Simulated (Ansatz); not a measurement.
A relaxation, step by step

H₂Cl, doublet, PBE0-D4/def2-TZVP (Ansatz 0.2.0). Settings:

```yaml
hamiltonian: {xc: pbe0, dispersion: d4}
relax: {f_tol: 0.005, max_steps: 200}
```

Start, a step off a saddle point along its unstable mode:

H1  (-0.720, 0.426, 0.349)
Cl2  (1.053, -0.590, -0.499)
H3  (-0.333, 0.164, 0.149)
(Å)

| step | energy less the last (meV) | largest force component (eV/Å) |
| --- | --- | --- |
| 1 | 2249.9 | 16.527 |
| 2 | 122.7 | 1.927 |
| 3 | 43.1 | 0.481 |
| 4 | 35.3 | 0.042 |
| 5 | 34.5 | 0.079 |
| 6 | 30.2 | 0.112 |
| 7 | 24.3 | 0.050 |
| 8 | 20.0 | 0.019 |
| 9 | 20.0 | 0.296 |
| 10 | 18.6 | 0.021 |
| 11 | 18.1 | 0.019 |
| 12 | 18.0 | 0.049 |
| 13 | 17.8 | 0.013 |
| 14 (rejected trial) | 65.5 | 1.585 |
| 15 | 16.6 | 0.020 |
| 16 | 14.2 | 0.052 |
| 17 | 12.1 | 0.087 |
| 18 | 11.6 | 0.594 |
| 19 | 1.0 | 0.017 |
| 20 | 0.4 | 0.034 |
| 21 | 0.0 | 0.003 |
| 22 (rejected trial) | 0.1 | 0.066 |
| 23 | 0.0 | 0.016 |
| 24 | 0.0 | 0.002 |

Step 3, positions (Å) and forces (eV/Å):

```
atom       x       y       z      Fx      Fy      Fz
  H1  -0.901   0.536   0.438  -0.481   0.324   0.248
 Cl2   1.227  -0.688  -0.581   0.086  -0.045  -0.040
  H3  -0.326   0.152   0.143   0.395  -0.278  -0.208
```

Step 11, positions (Å) and forces (eV/Å):

```
atom       x       y       z      Fx      Fy      Fz
  H1  -1.094   0.778   0.579  -0.001   0.017   0.007
 Cl2   1.835  -0.976  -0.850   0.000   0.002   0.001
  H3  -0.741   0.198   0.271   0.001  -0.019  -0.007
```

Step 16, positions (Å) and forces (eV/Å):

| atom | x | y | z | Fx | Fy | Fz |
| --- | --- | --- | --- | --- | --- | --- |
| H1 | -0.944 | 0.777 | 0.539 | 0.034 | -0.052 | -0.028 |
| Cl2 | 1.710 | -0.889 | -0.784 | -0.005 | 0.007 | 0.004 |
| H3 | -0.766 | 0.111 | 0.245 | -0.028 | 0.045 | 0.024 |

Last step (24):

| atom | x (Å) | y (Å) | z (Å) |
| --- | --- | --- | --- |
| H1 | -0.5565 | 0.6632 | 0.3931 |
| Cl2 | 1.4657 | -0.6795 | -0.6418 |
| H3 | -0.9092 | 0.0163 | 0.2487 |

The run took about 19 s on 2 CPU threads of an Arm Neoverse V2 (shared host).
